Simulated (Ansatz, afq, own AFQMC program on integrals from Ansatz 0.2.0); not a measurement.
AFQMC on a folder of integrals that Ansatz 0.2.0 wrote.

```yaml
crystal:
  periodic: [false, false, false]
  atoms:
    - {symbol: W, position_ang: [0.000000, 0.000000, 0.000000]}
    - {symbol: Si, position_ang: [0.000000, 0.000000, 2.160414]}
basis:
  gaussian: {orbitals: def2-SVP}
magnetization: {spin_polarized: false}
correlation: {method: ccsd_t, electrons: outside_noble_gas, hamiltonian_folder: ham}
```

```sh
$ ansatz run in.yaml --threads 1 --pin off --events-out ev --progress --plain --max-ram 24576MiB --backend cuda --devices 0, --max-vram 18GiB
```

Options of the walk:

```
--method phaseless --trial cisd --walkers 4000 --populations 20 --least-time 60 --time-step 0.005 --steps-per-block 50 --equilibration-blocks 40 --max-blocks 4000 --target-error 0.00019 --factor-cut 1e-05 --seed 2389 --release-times 0.24,0.6,1.2,2,3,4.2 --release-step 0.04 --release-every 3 --taylor-order 6
```

Times are imaginary, in 1/Eh. The walk had a cap of 171 s. With eight or more populations the least sampling time is a fifth of least-time, and the error comes from their spread. Core potentials past Kr, no spin–orbit coupling.

Output of the walk:

```
orbitals 41  electrons 5 5  factors 331 of 483
reference energy -354.98226129 Eh
CCSD correlation -0.27337765 Eh in 17 cycles, weight of the determinant in the CISD state 0.7288
energy of the start -355.255632 Eh
 block  time / (1/Eh)  mean weight  energy / Eh
     1     0.250  0.9999  -355.249891
     2     0.500  1.0000  -355.251565
     3     0.750  1.0000  -355.254494
     4     1.000  1.0000  -355.257936
     5     1.250  1.0001  -355.261145
     7     1.750  1.0000  -355.265512
     9     2.250  0.9998  -355.268547
    14     3.500  1.0000  -355.273365
    40    10.000  1.0001  -355.282300
    66    16.500  1.0001  -355.275652
    79    19.750  1.0002  -355.282947
    92    23.000  1.0003  -355.278304
   118    29.500  0.9998  -355.277769
   144    36.000  0.9996  -355.279055
   170    42.500  1.0002  -355.275989
   196    49.000  1.0005  -355.276545
   222    55.500  1.0000  -355.279281
   248    62.000  0.9999  -355.280287
   274    68.500  0.9999  -355.281364
   300    75.000  1.0004  -355.279872
   326    81.500  0.9997  -355.277620
   352    88.000  1.0000  -355.279599
   378    94.500  1.0000  -355.281170
   404   101.000  0.9999  -355.276406
   430   107.500  0.9996  -355.278581
   456   114.000  1.0003  -355.277462
   482   120.500  0.9998  -355.275985
   508   127.000  1.0002  -355.275195
   534   133.500  1.0000  -355.277175
error from the spread of 20 populations
released: time / (1/Eh)  energy / Eh  error  mean overlap
  0.24  -355.280065  0.000225  1.0000
  0.60  -355.281946  0.000180  1.0003
  1.20  -355.283622  0.000192  1.0022
  2.00  -355.284465  0.000493  1.0069
  3.00  -355.286125  0.000519  1.0143
  4.20  -355.286647  0.000692  1.0252
energy -355.278451 +/- 0.000138 Eh
(rows thinned)
```

The run passed its tests (sampling time, drift between the halves within three errors, error under three times the target), which doesn't prove that it has relaxed, ending at its cap on processor time. The second half of the sampling lies above the first by 2.8 errors of their difference, so the energy may still be moving and its error bar be too small.

Against this walk (error 3.8 meV) on the same determinant: CCSD(T) 109.3 meV lower, CCSDT(Q) 342.2 meV lower, CCSDTQ 295.7 meV lower. The error is statistical and leaves out the bias of the constraint. None of these is a sure reference here. The released energies are still falling (meV from the phaseless value at times in 1/Eh: -95 ± 5 at 0.60, -141 ± 5 at 1.20, -164 ± 13 at 2.00, -209 ± 14 at 3.00, -223 ± 19 at 4.20), so they give no level; they do show a bias of the constraint, and the last of them that isn't too noisy lies 155 meV above CCSDTQ.

Cautions: constraint bias not in the error; no spin-orbit coupling; outer-core shells of the metal frozen; another spin lies lower; restricted determinant unstable towards unrestricted (UHF 1.77 eV lower, ⟨S²⟩ 3.14); (T) is large, 10 % of the CCSD correlation; (Q) is large, 175 meV, so the cluster series hasn't closed; CCSDTQ on the UHF determinant differs (273 meV lower), perhaps since the unrestricted series falls towards higher spin.

The walk took 2.9 min on 1 × NVIDIA H100 80GB HBM3 with 2 threads of AMD EPYC 7R13 Processor (Zen 3), on a shared host (the card was shared). The log's last line is the phaseless energy.

CCSDT and higher add their correlation energy to the determinant of the CCSD(T) run, since their own runs factorise the integrals more tightly (a shift of under 2 meV). A walk keeps the symmetry of its determinant, which the program's search chose and which needn't be the lowest solution, so a lower state of the same spin and another symmetry isn't excluded.
